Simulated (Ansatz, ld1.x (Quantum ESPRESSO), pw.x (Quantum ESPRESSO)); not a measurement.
What a changed setting does to a pw.x run (bcc Nb)

Potential: PAW, ld1.x (Quantum ESPRESSO) 7.5, PBE; core [Ar] 3d10, reference 4s2 4p6 4d4 5s1 5p0; waves: 4s (bound): rcut 1.50, rcutus 1.80 bohr; 5s (bound): rcut 1.50, rcutus 1.80 bohr; 4p (bound): rcut 2.05, rcutus 2.40 bohr; 5p (bound, empty): rcut 2.05, rcutus 2.40 bohr; 4d (bound): rcut 1.75, rcutus 2.35 bohr; 4d channel at 2.7 Ry: rcut 1.75, rcutus 2.35 bohr; local part: all-electron potential smoothed inside 1.80 bohr (lloc = -2); core correction: none; augmentation: PSQ, inside the norm-conserving radii.

The reference run (k-mesh 14³, cutoffs 45/360 Ry, Fermi–Dirac 0.01 Ry, mixing_beta 0.4, conv_thr 1e-9, no spin) gives 1.72 GPa at 18.179 Å³/atom, where all-electron LAPW gives 0.16 GPa. This run, with its own iteration cap, changes mixing_beta to 0.9.

```
&control
  calculation='scf', prefix='x', pseudo_dir='./', outdir='./tmp', tstress=.true., disk_io='none'
/
&system
  ibrav=0, nat=1, ntyp=1, ecutwfc=45, ecutrho=360, nbnd=14,
  occupations='smearing', smearing='fd', degauss=0.01
/
&electrons
  conv_thr=1e-09, mixing_beta=0.9, electron_maxstep=50
/
ATOMIC_SPECIES
Nb 1.0 Nb.UPF
CELL_PARAMETERS angstrom
  -1.65641822 1.65641822 1.65641822
  1.65641822 -1.65641822 1.65641822
  1.65641822 1.65641822 -1.65641822
ATOMIC_POSITIONS crystal
Nb 0.0000 0.0000 0.0000
K_POINTS automatic
14 14 14 0 0 0
```

```bash
pw.x < Nb.scf.in > Nb.scf.out
```

Question: How does the run end?

Answer: It converges in 8 iterations; the free energy moves by +0.0 meV/atom and the pressure by -0.01 GPa. The result is that of the reference run.

```
Message from routine setup:
     using ibrav=0 with symmetry is DISCOURAGED, use correct ibrav instead
     lattice parameter (alat)  =       5.4216  a.u.
     unit-cell volume          =     122.6780 (a.u.)^3
     number of electrons       =        13.00
     number of Kohn-Sham states=           14
     kinetic-energy cutoff     =      45.0000  Ry
     charge density cutoff     =     360.0000  Ry
     scf convergence threshold =      1.0E-09
     Exchange-correlation= SLA  PW   PBX  PBC
     number of k points=   104  Fermi-Dirac smearing, width (Ry)=  0.0100
     iteration #  1     ecut=    45.00 Ry     beta= 0.90
     total energy              =    -334.23547018 Ry
     estimated scf accuracy    <       0.13346020 Ry
     iteration #  2     ecut=    45.00 Ry     beta= 0.90
     negative rho (up, down):  7.377E-05 0.000E+00
     total energy              =    -334.25932623 Ry
     estimated scf accuracy    <       0.03067448 Ry
     iteration #  3     ecut=    45.00 Ry     beta= 0.90
     total energy              =    -334.26786779 Ry
     estimated scf accuracy    <       0.00079066 Ry
     [... 2 iterations left out ...]
     iteration #  6     ecut=    45.00 Ry     beta= 0.90
     negative rho (up, down):  1.837E-05 0.000E+00
     total energy              =    -334.26804456 Ry
     estimated scf accuracy    <       0.00000088 Ry
     iteration #  7     ecut=    45.00 Ry     beta= 0.90
     negative rho (up, down):  1.833E-05 0.000E+00
     total energy              =    -334.26804468 Ry
     estimated scf accuracy    <          3.3E-09 Ry
     iteration #  8     ecut=    45.00 Ry     beta= 0.90
     negative rho (up, down):  1.820E-05 0.000E+00
     the Fermi energy is    17.7419 ev
!    total energy              =    -334.26804469 Ry
     estimated scf accuracy    <          3.0E-10 Ry
     smearing contrib. (-TS)   =      -0.00648258 Ry
     convergence has been achieved in   8 iterations
          total   stress  (Ry/bohr**3)                   (kbar)     P=       17.07
     Message from routine punch:
     Nothing written, as per user request (disk_io='none')
```

The run took about 15 s on one core of a shared host (AMD EPYC 7R43 64-Core Processor, 256 threads, 1004 GiB, load 66).
